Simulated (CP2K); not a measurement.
**HCl (SMILES Cl): PM3**

What is the vertical electron affinity of HCl at PM3? 

The results are computed with CP2K 2026.2.

## (1) The system as given

The species is HCl (2 atoms), meant as a singlet with charge 0. As SMILES, `Cl`. Geometry: relaxed at PBE0-D4/def2-TZVP.

Bond lengths: Cl1–H2 1.279 Å.

## (2) A single-point energy at PM3

gas.inp reads:

```
&GLOBAL
  PROJECT gas
  RUN_TYPE ENERGY
  PRINT_LEVEL MEDIUM
&END GLOBAL

&FORCE_EVAL
  METHOD QS
  &DFT
    CHARGE 0
    MULTIPLICITY 1
    &QS
      METHOD PM3
      EPS_DEFAULT 1.0E-10
      &SE
        &COULOMB
          CUTOFF [angstrom] 50
          RC_RANGE [angstrom] 0
        &END COULOMB
        &EXCHANGE
          CUTOFF [angstrom] 50
          RC_RANGE [angstrom] 0
        &END EXCHANGE
      &END SE
    &END QS
    &POISSON
      PERIODIC NONE
      POISSON_SOLVER ANALYTIC
    &END POISSON
    &SCF
      SCF_GUESS ATOMIC
      EPS_SCF 1.0E-06
      MAX_SCF 150
      ADDED_MOS 4
      &DIAGONALIZATION
        ALGORITHM STANDARD
      &END DIAGONALIZATION
      &MIXING
        METHOD DIRECT_P_MIXING
        ALPHA 0.4
      &END MIXING
    &END SCF
    &PRINT
      &MOMENTS
        PERIODIC F
        REFERENCE COM
        MAX_MOMENT 1
      &END MOMENTS
      &MO ON
        ENERGIES T
        OCCUPATION_NUMBERS T
        NDIGITS 6
        &EACH
          QS_SCF 0
        &END EACH
        ADD_LAST NUMERIC
      &END MO
      &HIRSHFELD OFF
      &END HIRSHFELD
    &END PRINT
  &END DFT
  &SUBSYS
    &CELL
      ABC [angstrom] 17.1 16.4 16.6
      PERIODIC NONE
    &END CELL
    &COORD
      UNIT bohr
      Cl     1.0317905    -0.3373161     0.5306351
      H     -1.0317905     0.3373161    -0.5306351
    &END COORD
    &TOPOLOGY
      &CENTER_COORDINATES
      &END CENTER_COORDINATES
    &END TOPOLOGY
  &END SUBSYS
&END FORCE_EVAL
```

Run with:

```
OMP_NUM_THREADS=1 cp2k.psmp -i gas.inp > gas.out 2>&1
```

What it wrote:

```text
CP2K| version string:                                       CP2K version 2026.2
[...]
 GLOBAL| Method name                                                        CP2K
[...]
 GLOBAL| Run type                                                         ENERGY
[...]
 *** WARNING in qs_environment.F:2210 :: More added MOs requested than     ***
 *** available. The full set of unoccupied MOs will be used. Use           ***
 *** 'ADDED_MOS -1' to always use all available MOs and to get rid of this ***
[...]
                             - Atoms:                                          2
[...]
                             - Spherical basis functions:                      5
[...]
 Number of electrons:                                                          8
[...]
     1 P_Mix/Diag. 0.40E+00    0.0     0.72536057       -11.2820094961 -1.13E+01
[...]
    14 DIIS/Diag.  0.21E-07    0.0     0.00000008       -12.2254246394 -6.93E-09
  *** SCF run converged in    14 steps ***
  Core-core repulsion energy [eV]:                             67.15522545358466
  Core Hamiltonian energy [eV]:                              -494.87723115885751
  Two-electron integral energy [eV]:                          190.10256606431696
  Electronic energy [eV]:                                    -399.82594812669896
  Total energy [eV]:                                         -332.67072267311437
  Atomic reference energy [eV]:                               331.78475066237070
  Heat of formation [kcal/mol]:                               -20.43100155022202
[...]
 SE_DIPOLE| Moment [Debye]          1.17897844      -0.38543523       0.60633175
 SE_DIPOLE| Derivative [a.u.]       0.00000000       0.00000000       0.00000000
 ENERGY| Total FORCE_EVAL ( QS ) energy [hartree]            -12.225424639436735
[...]
```

It took 0.26 s on 1 thread of Arm Neoverse V1, shared host.

## (3) The doublet anion at the same level

molecule.inp reads:

```
&GLOBAL
 PROJECT molecule
 RUN_TYPE ENERGY
 PRINT_LEVEL MEDIUM
&END
&FORCE_EVAL
 METHOD Quickstep
 &DFT
  CHARGE -1
  MULTIPLICITY 2
  SPIN_POLARIZED T
  &QS
   METHOD PM3
   EPS_DEFAULT 1.0E-10
   &SE
    &COULOMB
     CUTOFF [angstrom] 50
     RC_RANGE [angstrom] 0
    &END
    &EXCHANGE
     CUTOFF [angstrom] 50
     RC_RANGE [angstrom] 0
    &END
   &END
  &END
  &POISSON
   PERIODIC NONE
   POISSON_SOLVER ANALYTIC
  &END
  &SCF
   SCF_GUESS ATOMIC
   EPS_SCF 1.0E-06
   MAX_SCF 150
   ADDED_MOS 4
   &DIAGONALIZATION
    ALGORITHM STANDARD
   &END
   &MIXING
    METHOD DIRECT_P_MIXING
    ALPHA 0.4
   &END
  &END
  &PRINT
   &MOMENTS
    PERIODIC F
    REFERENCE COM
    MAX_MOMENT 1
   &END
   &MO ON
    ENERGIES T
    OCCUPATION_NUMBERS T
    NDIGITS 6
    &EACH
     QS_SCF 0
    &END
    ADD_LAST NUMERIC
   &END
   &HIRSHFELD OFF
   &END
  &END
 &END
 &SUBSYS
  &CELL
   ABC [angstrom] 17.1 16.4 16.6
   PERIODIC NONE
  &END
  &COORD
   UNIT bohr
   Cl     1.0317905    -0.3373161     0.5306351
   H     -1.0317905     0.3373161    -0.5306351
  &END
  &TOPOLOGY
   &CENTER_COORDINATES
   &END
  &END
 &END
&END
```

Run with:

```
OMP_NUM_THREADS=1 cp2k.psmp -i molecule.inp > molecule.out 2>&1
```

What it wrote:

```text
CP2K| version string:                                       CP2K version 2026.2
[...]
 GLOBAL| Method name                                                        CP2K
[...]
 GLOBAL| Run type                                                         ENERGY
[...]
 *** WARNING in qs_environment.F:2191 :: More ADDED_MOs requested for beta ***
 *** spin than available.                                                  ***
 *** WARNING in qs_environment.F:2210 :: More added MOs requested than     ***
 *** available. The full set of unoccupied MOs will be used. Use           ***
 *** 'ADDED_MOS -1' to always use all available MOs and to get rid of this ***
[...]
                             - Atoms:                                          2
[...]
                             - Spherical basis functions:                      5
[...]
 Number of electrons:                                                          5
[...]
     1 P_Mix/Diag. 0.40E+00    0.0     0.40000000       -11.8063775192 -1.18E+01
[...]
    10 DIIS/Diag.  0.82E-08    0.0     5.2097E-09       -12.1869556477 -2.18E-10
  *** SCF run converged in    10 steps ***
  Core-core repulsion energy [eV]:                             67.15522545358466
  Core Hamiltonian energy [eV]:                              -529.54363180241114
  Two-electron integral energy [eV]:                          261.52895635268590
  Electronic energy [eV]:                                    -398.77915362606819
  Total energy [eV]:                                         -331.62392817248355
  Atomic reference energy [eV]:                               331.78475066237070
  Heat of formation [kcal/mol]:                                 3.70865501432318
[...]
 SE_DIPOLE| Moment [Debye]         -0.90814863       0.29689472      -0.46704785
 SE_DIPOLE| Derivative [a.u.]       0.00000000       0.00000000       0.00000000
 ENERGY| Total FORCE_EVAL ( QS ) energy [hartree]            -12.186955647703389
[...]
```

It took 0.26 s on 1 thread of Arm Neoverse V1, shared host.

## (4) Results

Level: PM3.

```
                                         quantity           value
                        singlet HCl: total energy    -12.22542 Eh
                       singlet HCl: dipole moment          1.38 D
                         singlet HCl: HOMO energy       -11.06 eV
                         singlet HCl: LUMO energy         1.49 eV
                       singlet HCl: HOMO–LUMO gap        12.55 eV
                   singlet HCl: heat of formation  -20.4 kcal/mol
                      doublet anion: total energy    -12.18696 Eh
doublet anion: HOMO energy (highest over α and β)         0.72 eV
 doublet anion: LUMO energy (lowest over α and β)        13.06 eV
                 doublet anion: heat of formation    3.7 kcal/mol
vertical electron affinity (to the doublet anion)       -1.047 eV
```

What this shows: The anion lies 1.05 eV (24 kcal/mol) above the neutral: the electron isn't bound at this level. The HOMO (doublet anion) lies at positive energy, 0.72 eV: the electron is unbound at this level or held by a compact basis; values depend on the basis.
